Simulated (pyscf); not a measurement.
Optimised with ωB97X-D3(BJ)/def2-SVP in PySCF.

Q: For H₃C–Al(CH₃)–F (SMILES [CH3][Al]([CH3])[F]) + H₂ (SMILES [H][H]) → CH₄ (SMILES C) + H₃C–AlH–F (SMILES [CH3][AlH][F]), a four-centre exchange (singlet surface; Al–C, H–H broken, C–H, Al–H formed), PBE/def2-TZVP gives ΔE‡ = 24.2 kcal/mol and ΔE = -5.0 kcal/mol (zero: the separated reactants). In which direction and how far do PBE0-D3(BJ)/def2-TZVP, M06-2X/def2-TZVP, ωB97M-D3(BJ)/def2-TZVP move these?

A: PBE0-D3(BJ): ΔE‡ = 25.1 kcal/mol, ΔE = -5.1 kcal/mol; M06-2X: ΔE‡ = 30.5 kcal/mol, ΔE = -2.9 kcal/mol; ωB97M-D3(BJ): ΔE‡ = 29.6 kcal/mol, ΔE = -5.4 kcal/mol. PBE's barrier lies under all of them, by 0.9 to 6.4 kcal/mol. Its reaction energy lies among theirs. On the product side the descent ends in a complex, 4.1 kcal/mol under the separated species and 37.8 kcal/mol under the saddle at ωB97X-D3(BJ)/def2-TZVP. At the saddle there is also a short Al–H contact that neither side keeps. This is the saddle that the search found; another between the same sides may lie lower.
